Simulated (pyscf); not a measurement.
## Four-centre exchange: TeH₂ + H₃C–Zn–CH₃ → H₃C–Zn–TeH + methane (CH₄)

Gas phase, singlet surface, charge 0. Bonds broken: Te1–H2, Zn4–C5. Bonds formed: Te1–Zn4, H2–C5. PySCF, gas phase, ωB97X-D3(BJ)/def2-SVP geometries.

Transition state (Å):

```xyz
12

Te     0.4246    -1.9602     1.4591
H      0.3924    -0.8174    -0.0519
H     -0.9070    -2.7510     0.8639
Zn    -0.8134     0.4138     0.5895
C      0.1905     0.2959    -1.2371
C     -2.0935     1.4358     1.6459
H      0.9257    -0.4268    -1.6269
H     -0.6527     0.2974    -1.9502
H      0.6812     1.2852    -1.2680
H     -2.9022     0.7819     2.0117
H     -2.5507     2.2580     1.0723
H     -1.6024     1.8712     2.5320
```

One imaginary mode, 1090i cm⁻¹; descent along it reached the two sides named, in the forms told below.

```csv
bond,change,reactant side (Å),saddle,product side
Te1–H2,breaks,1.656,1.895,3.6
Zn4–C5,breaks,1.961,2.088,3.2
Te1–Zn4,forms,3.1,2.8,2.476
H2–C5,forms,3.7,1.639,1.101
```

Electronic energies relative to the separated reactants (kJ/mol):

| level | barrier | reaction energy | reverse barrier |
|---|---|---|---|
| ωB97X-D3(BJ)/def2-TZVP | 58.6 | -163.5 | 222.1 |
| PBE/def2-TZVP | 52.3 | -142.3 | 194.6 |
| r²SCAN/def2-TZVP | 48.3 | -148.5 | 196.7 |
| B3LYP-D3(BJ)/def2-TZVP | 65.7 | -148.9 | 214.6 |
| PBE0-D3(BJ)/def2-TZVP | 50.0 | -151.1 | 201.2 |
| M06-2X/def2-TZVP | 59.0 | -159.2 | 218.2 |
| ωB97M-D3(BJ)/def2-TZVP | 78.5 | -143.3 | 221.8 |
| HF/def2-TZVP | 135.8 | -169.7 | 305.6 |

With ωB97M-D3(BJ)/def2-TZVP energies and thermal terms (ideal gas, 1 atm, RRHO with modes under 100 cm⁻¹ raised to 100, one conformer, R ln 2 for chiral ones without a mode under 150 cm⁻¹), in kJ/mol:

```csv
T (K),ΔH‡,ΔG‡,ΔH,ΔG
298,76.6,113.7,-131.1,-131.9
600,79.2,150.3,-132.2,-132.4
900,82.4,185.2,-133.8,-132.1
1200,85.5,219.0,-135.2,-131.4
```

On the reactant side the descent ends in an adduct with a Te–Zn contact (not fully relaxed), 24.9 kJ/mol under the separated species and 83.5 kJ/mol under the saddle at ωB97X-D3(BJ)/def2-TZVP. What is counted as formed (Te–Zn) is already present as a longer contact in the reactant adduct; forming that adduct is a step of its own. One saddle was located; it need not be the lowest between these sides. Elements up to Kr have no core potential and no relativistic terms here. Elements past Kr carry the def2 core potentials, without spin-orbit coupling.
